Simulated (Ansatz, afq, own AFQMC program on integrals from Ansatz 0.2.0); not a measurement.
**C2H6AlFN, doublet: AFQMC among the cluster methods**

```xyz
11

C    -1.0297   -1.0247    0.0820
N     0.0947   -0.2454   -0.3820
C     1.3691   -0.7137    0.0975
Al   -0.1252    1.1656   -1.4535
F    -1.7069    1.5180   -1.8780
H    -0.9568   -2.0832   -0.2374
H    -1.9706   -0.6176   -0.3184
H    -1.1042   -1.0221    1.1875
H     2.1902   -0.0852   -0.2846
H     1.5755   -1.7549   -0.2209
H     1.4284   -0.6966    1.2039
```

Basis def2-SVP. Noble-gas cores (and the filled d shells of Ga–Kr and In–Xe) are frozen. AFQMC by an in-house program on the Cholesky factors that Ansatz 0.2.0 writes for its CCSD(T) run. The CISD trial takes its coefficients from CCSD amplitudes. Released means that phaseless walkers are propagated on without the constraint, phases kept. Error bars are statistical, one sigma.

Determinant: UHF, the one that the program's search chose, which needn't be the lowest solution. The geometry is a PBE0/def2-SVP stationary point of this or a neighbouring charge and spin state.

No full CI on the walks' own integrals is used here. The released AFQMC energy serves as the reference, which it does only where one determinant dominates, the energy is flat over the last release times and near the phaseless one (40 meV or 2 meV an electron, half that with transition metals). On small molecules, where full CI could be run and the noise was under 10 meV, such values lay within 10 meV of it in 19 cases of 20, a flattering rate, since the rule was set on those same cases; what remains of the bias isn't in the error bar.

Cautions: the released value is read at 0.63 1/Eh with a noise of 23 meV, more than in the cases checked, later times being too noisy (meV from the phaseless value at times in 1/Eh: 7 ± 20 at 0.21, -34 ± 25 at 0.42, -33 ± 23 at 0.63, 17 ± 35 at 0.90).

```
T1 diagnostic                               : 0.0145
weight of the determinant in the CISD state : 0.797
⟨S²⟩ of the determinant                     : 0.753
size of the correlated space                : 29 electrons in 95 orbitals
```

Reference: AFQMC with the constraint released, correlation energy -20.472 ± 0.023 eV.

```
        level  E − E(reference) (mEh)  share of correlation (%)
           HF           752.34 ± 0.85                      0.00
          MP2            64.36 ± 0.85                     91.45
         CCSD            22.34 ± 0.85                     97.03
      CCSD(T)             3.71 ± 0.85                     99.51
ph-AFQMC/CISD             1.21 ± 1.05                     99.84
```

Released energies are given only where the last usable release times agree within the noise; a slower fall can still hide under it.
